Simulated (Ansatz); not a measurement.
Two shapes of singlet H₂F₂.

Shape 1:

```xyz
4

F     0.0000   -0.3843   -1.1941
H     0.0000    0.4552   -0.7986
F     0.0000    0.3843    1.1941
H     0.0000   -0.4552    0.7986
```

Shape 2:

```xyz
4

F     0.0302   -0.3499   -1.2142
H     0.0229    0.4116   -0.8069
F     0.0364    0.3756    1.1608
H     0.0004   -0.4963    0.8271
```

Basis set: def2-TZVP (spherical functions). Correlated methods keep 2 orbitals frozen. Charge 0, multiplicity 1.

Computed with Ansatz (development build ahead of 0.2.0); each method stands on the lowest determinant of its kind that the runs found.

(1) Which shape is lower in energy, and by how much in each method?

## Answers

(1)

```
 method  E(2) − E(1) (eV)
    RHF             0.054
RHF-MP2             0.142
```

Shape 1 is lower.
